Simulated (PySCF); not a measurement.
**Excitation energies in several basis sets**

Magnesium dihydride, MgH2.
Structure used (PBE0-D3(BJ)/def2-SVP), in Å, numbered top down from 1:
```xyz
3
MgH2 angstrom
Mg     0.0017   -0.0346   -0.0148
H     -1.7034   -0.0294   -0.0176
H      1.7083   -0.0383   -0.0126
```

TDDFT with PBE0 (PySCF), vertical singlets, core orbitals frozen in the response, spherical d and f functions. Isolated species at its PBE0-D3(BJ)/def2-SVP geometry, gas phase.

```json
{"basis": "6-31G*", "functions": "22", "diffuse": "no", "S1 (eV)": "5.28", "S2 (eV)": "5.28", "S3 (eV)": "6.99", "S4 (eV)": "6.99", "S5 (eV)": "7.53", "LUMO (eV)": "-0.60", "α (au)": "28.2"}
{"basis": "6-31+G*", "functions": "26", "diffuse": "yes", "S1 (eV)": "5.25", "S2 (eV)": "5.25", "S3 (eV)": "6.67", "S4 (eV)": "6.92", "S5 (eV)": "6.92", "LUMO (eV)": "-0.68", "α (au)": "28.6"}
{"basis": "def2-SVP", "functions": "28", "diffuse": "no", "S1 (eV)": "5.29", "S2 (eV)": "5.29", "S3 (eV)": "6.96", "S4 (eV)": "6.96", "S5 (eV)": "7.23", "LUMO (eV)": "-0.54", "α (au)": "32.2"}
{"basis": "def2-SVPD", "functions": "37", "diffuse": "yes", "S1 (eV)": "5.23", "S2 (eV)": "5.23", "S3 (eV)": "6.85", "S4 (eV)": "6.85", "S5 (eV)": "7.16", "LUMO (eV)": "-0.68", "α (au)": "34.2"}
{"basis": "def2-TZVP", "functions": "44", "diffuse": "no", "S1 (eV)": "5.30", "S2 (eV)": "5.30", "S3 (eV)": "6.96", "S4 (eV)": "6.96", "S5 (eV)": "6.98", "LUMO (eV)": "-0.53", "α (au)": "33.7"}
{"basis": "aug-cc-pVDZ", "functions": "45", "diffuse": "yes", "S1 (eV)": "5.20", "S2 (eV)": "5.20", "S3 (eV)": "6.59", "S4 (eV)": "6.86", "S5 (eV)": "6.86", "LUMO (eV)": "-0.69", "α (au)": "35.3"}
{"basis": "def2-TZVPD", "functions": "53", "diffuse": "yes", "S1 (eV)": "5.23", "S2 (eV)": "5.23", "S3 (eV)": "6.86", "S4 (eV)": "6.86", "S5 (eV)": "6.93", "LUMO (eV)": "-0.66", "α (au)": "35.0"}
{"basis": "aug-cc-pVTZ", "functions": "96", "diffuse": "yes", "S1 (eV)": "5.23", "S2 (eV)": "5.23", "S3 (eV)": "6.57", "S4 (eV)": "6.83", "S5 (eV)": "6.85", "LUMO (eV)": "-0.67", "α (au)": "35.5"}
```

How much do these states and the polarisability depend on the basis?

States are compared by their number. Against the largest diffuse basis here (aug-cc-pVTZ, itself not a converged limit), sets without diffuse functions differ by up to 0.07 eV in S1 and 0.68 eV in S5; the smaller diffuse sets differ by up to 0.02 and 0.31 eV. State by state, the largest deviation of a set without diffuse functions is S1 0.07, S2 0.07, S3 0.42, S4 0.15, S5 0.68 eV. The same number needn't mean the same state in each row. Against aug-cc-pVTZ the polarisability deviates by -20% in 6-31G*, -19% in 6-31+G*, -9% in def2-SVP, -4% in def2-SVPD, -5% in def2-TZVP, 0% in aug-cc-pVDZ, -1% in def2-TZVPD. A single + in a Pople set puts diffuse functions on heavy atoms only.
